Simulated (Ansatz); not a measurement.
C3H5Cl, SMILES `C/C=C\Cl`, 9 atoms. Charge 0, multiplicity 1. All runs use 4 threads of an Arm Neoverse V2 on a shared host. Correlated methods freeze the cores. Open-shell runs search over several starts.

Give the basis size and wall time and peak host memory of each of these runs in Ansatz. RHF-MP2/def2-QZVPP energy; RKS PBE0-D4/def2-TZVP frequencies; RKS ωB97M-V/def2-SVP energy; RKS SPW92 (LDA)/def2-TZVPP energy; RHF-CCSD(T)/def2-SVP energy; RKS PBE0-D4/def2-QZVPP energy; UKS B2PLYP (frozen core)/def2-TZVPP energy of the cation; RKS revPBE-D4/def2-TZVPP energy; UKS PBE0-D4/def2-TZVPP energy of the cation; UKS B3LYP-D4/def2-TZVPP energy of the cation; RKS B2PLYP (frozen core)/def2-TZVPP energy; RKS ωB97M-V/def2-QZVPP energy. (Best estimate.)

Ansatz gave: Other jobs shared the machine, so times are rough.

```tsv
level	job	functions	wall time	peak host memory (GiB)
RKS SPW92 (LDA)/def2-TZVPP	energy	205	0.7 s	0.22
RKS revPBE-D4/def2-TZVPP	energy	205	1.3 s	0.22
RHF-CCSD(T)/def2-SVP	energy	85	1.5 s	0.41
RKS ωB97M-V/def2-SVP	energy	85	2.5 s	0.41
RKS B2PLYP (frozen core)/def2-TZVPP	energy	205	3 s	0.43
UKS PBE0-D4/def2-TZVPP	energy of the cation	205	3 s	0.52
UKS B3LYP-D4/def2-TZVPP	energy of the cation	205	3.3 s	0.52
RKS PBE0-D4/def2-QZVPP	energy	391	3.9 s	1
UKS B2PLYP (frozen core)/def2-TZVPP	energy of the cation	205	4.6 s	0.55
RHF-MP2/def2-QZVPP	energy	391	11 s	1.8
RKS ωB97M-V/def2-QZVPP	energy	391	11 s	1.3
RKS PBE0-D4/def2-TZVP	frequencies	160	59 s	0.41
```

B3LYP here is the variant with VWN-RPA as its local correlation; programs differ in this.
